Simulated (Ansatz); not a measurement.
# SiCF+ (triplet): the correlation ladder, cc-pVDZ

One table from this session's results is given with a row withheld; the runs are named, their logs left out.

Method: cc-pVDZ, core rule «outside noble gas», up to 7 orbitals frozen; program: Ansatz 0.2.0, Gaussian basis.

Plan: UHF; CCSD(T) on ROHF; CCSD(T) on UHF; BCCD(T) on ROHF; CISD; CCSDT(Q) on ROHF; CCSDT(Q) on UHF.

28 further runs of the same task are left out: 8 for a known fault of the program, 11 that didn't finish, 9 set aside as unsound or not needed.

**What is computed**

The geometry is a PBE0/def2-TZVP stationary point (not a proven minimum) of the parent state, kept for this charge and spin.

3 atoms, charge 1, spin multiplicity 3.

Atoms are counted from 1 here; the program's logs count them from 0.

Bond lengths: C1–Si2 1.730 Å, Si2–F3 1.588 Å. Angles: C1–Si2–F3 180.0°.

Set-up of the first run:

The input, in.yaml:

```yaml
crystal:
  periodic: [false, false, false]
  atoms:
    - {symbol: C, position_ang: [0.000000, 0.000000, 1.682800]}
    - {symbol: Si, position_ang: [0.000000, 0.000000, -0.047400]}
    - {symbol: F, position_ang: [0.000000, 0.000000, -1.635400]}
basis:
  gaussian: {orbitals: cc-pVDZ}
total_charge: 1
magnetization: {spin_polarized: true, initial_magnetization: 2}
hamiltonian: {xc: hf}
output: {orbitals: {seedname: orbitals}}
```

Started as:

```bash
$ ansatz run in.yaml --threads 1 --pin off --events-out ev --progress --plain --max-ram 2393MiB
```

Steps of the session up to this table: UHF; CCSD(T) on ROHF; CCSD(T) on UHF; BCCD(T) on ROHF; CISD; CCSDT(Q) on ROHF; CCSDT(Q) on UHF.

One table of the session follows, with a row left open; its other results are not shown here.

| method | from RCCSDT(Q) (meV) |
| --- | --- |
| ROHF | +10657.7 |
| UHF | +10529.5 |
| RMP2 | +1109.4 |
| UMP2 | +1310.1 |
| CISD | +1460.8 |
| RCCSD | +491.7 |
| UCCSD | +508.2 |
| RCCSD(T) | +96.9 |
| UCCSD(T) | ? |
| BCCD(T) | +96.0 |
| RCCSDT | +42.1 |
| UCCSDT | +44.9 |
| RCCSDT(Q) | 0 |
| UCCSDT(Q) | -8.2 |

**Question.** Estimate the row for UCCSD(T).

The run gave: from RCCSDT(Q) (meV): +112.7. In the column «from RCCSDT(Q) (meV)» it lies between RCCSD(T) (+96.9) and RCCSD (+491.7).

Caveats from the session: Restricted and unrestricted rows rest on different reference determinants; where their highest levels disagree by more than a few hundredths of an eV, they describe different states and don't form one ladder.
